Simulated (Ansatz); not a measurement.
Ansatz (a program for electronic structure) input (CCSD(T)/aug-cc-pVDZ):

Ansatz 0.2 input:
```yaml
crystal:
  periodic: [false, false, false]
  atoms:
    - {symbol: C, position_ang: [0.00476229, 0.43392420, -0.00203639]}
    - {symbol: C, position_ang: [1.18383408, -0.15360148, 0.00493325]}
    - {symbol: F, position_ang: [-1.14596015, -0.26718838, -0.00280751]}
    - {symbol: H, position_ang: [-0.17580160, 1.50100015, -0.00772733]}
    - {symbol: H, position_ang: [1.28003303, -1.23028006, 0.01036986]}
    - {symbol: H, position_ang: [2.07783169, 0.45203897, 0.00524394]}
basis:
  gaussian:
    orbitals: aug-cc-pVDZ
magnetization: {spin_polarized: false}
correlation: {method: ccsd_t, electrons: outside_noble_gas}
output: {forces: true}
```

End of the output:

```
mean field evaluation 2: about -4811.9588 eV, gradient 2.8e1 eV
mean field evaluation 4: about -4813.8852 eV, gradient 2.7e0 eV
mean field evaluation 8: about -4813.9149 eV, gradient 4.4e-4 eV
mean field evaluation 16: about -4813.9138 eV, gradient 2.4e-1 eV
mean field -4813.91486319 eV, -176.9081082334 hartree, gradient 2.1e-6 eV, S^2 0.000000; 0 other end points of the search recorded, 0 dependent functions left out
3 core orbitals not correlated
reference -4813.91486319 eV, -176.9081082334 hartree; 9, 9 occupied and 84, 84 virtual orbitals, 938 factors
densities: 0.53 GiB planned
second order -13.03382053 eV of doubles, -0.00000000 eV of singles
coupled cluster: 0.37 GiB planned
cycle   1  -13.29821319 eV  change   -2.6e-1 eV  update   8.5e-2
cycle   2  -13.62180646 eV  change   -3.2e-1 eV  update   2.7e-2
cycle   3  -13.71977029 eV  change   -9.8e-2 eV  update   1.5e-2
cycle   4  -13.71839649 eV  change    1.4e-3 eV  update   3.6e-3
cycle   5  -13.71720197 eV  change    1.2e-3 eV  update   1.4e-3
cycle   6  -13.71782038 eV  change   -6.2e-4 eV  update   3.4e-4
cycle   7  -13.71779115 eV  change    2.9e-5 eV  update   1.0e-4
cycle   8  -13.71776191 eV  change    2.9e-5 eV  update   3.1e-5
cycle   9  -13.71776373 eV  change   -1.8e-6 eV  update   1.0e-5
cycle  10  -13.71776653 eV  change   -2.8e-6 eV  update   3.6e-6
perturbative correction -0.44455639 eV, -0.0163371461 hartree
the calculation of the forces begins
Total energy: -4828.07718611 eV, -177.4285640011 hartree
Atom 0 at     0.004762     0.433924    -0.002036 Å, force    -0.779741     0.826443    -0.006681 eV/Å
Atom 1 at     1.183834    -0.153601     0.004933 Å, force     1.131716    -0.628594     0.006996 eV/Å
Atom 2 at    -1.145960    -0.267188    -0.002808 Å, force    -0.739423    -0.486564    -0.000325 eV/Å
Atom 3 at    -0.175802     1.501000    -0.007727 Å, force    -0.057148     0.483833    -0.002493 eV/Å
Atom 4 at     1.280033    -1.230280     0.010370 Å, force     0.045313    -0.498194     0.002518 eV/Å
Atom 5 at     2.077832     0.452039     0.005244 Å, force     0.399284     0.303076    -0.000015 eV/Å
Dipole moment:     0.254136     0.162132     0.000136 e Å
```
